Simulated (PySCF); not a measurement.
How exact exchange moves a shielding

Molecule: `InChI=1S/C3H8O2S/c1-3-6(2,4)5/h3H2,1-2H3`.

Bonds (- single, = double, # triple, : aromatic): C1-C2 1.516 Å, C2-S3 1.799 Å, S3-C4 1.784 Å, S3=O5 1.462 Å, S3=O6 1.462 Å. C1 carries H7, H8, H9; C2 carries H10, H11; C4 carries H12, H13, H14.

GIAO shieldings (ppm, equivalent atoms averaged) in PySCF 2.14 on the PBE0-D3(BJ)/def2-SVP geometry, basis pcSseg-1, gas phase, non-relativistic:

| functional | exact exchange (%) | σ(C2) | σ(C4) | σ(O5/O6) |
| --- | --- | --- | --- | --- |
| BLYP | 0 | 118.3 | 128.2 | 106.9 |
| BP86 | 0 | 123.6 | 133.1 | 107.1 |
| PBE | 0 | 124.2 | 133.8 | 108.0 |
| B3LYP | 20 | 123.9 | 133.1 | 120.4 |
| mPW1PW91 | 25 | 129.8 | 138.4 | 125.0 |
| BHandHLYP | 50 | 131.5 | 139.6 | 141.3 |
| HF | 100 | 144.1 | 150.5 | 177.0 |

Problem. Fit each shielding as a line in the percentage of exact exchange.

Solution. σ(C2) = 121.8 + 0.22 x (rms 2.2 ppm); σ(C4) = 131.5 + 0.19 x (rms 2.1 ppm); σ(O5/O6) = 107.2 + 0.70 x (rms 0.5 ppm). The functionals also differ in their semilocal parts, which the line can't hold; Hartree–Fock has no correlation at all.

Problem. What does the line predict for PBE0 (25 %), and what does the run give?

Solution. σ(C2): 127.3 predicted, 130.7 computed; σ(C4): 136.2 predicted, 139.4 computed; σ(O5/O6): 124.7 predicted, 125.0 computed ppm.
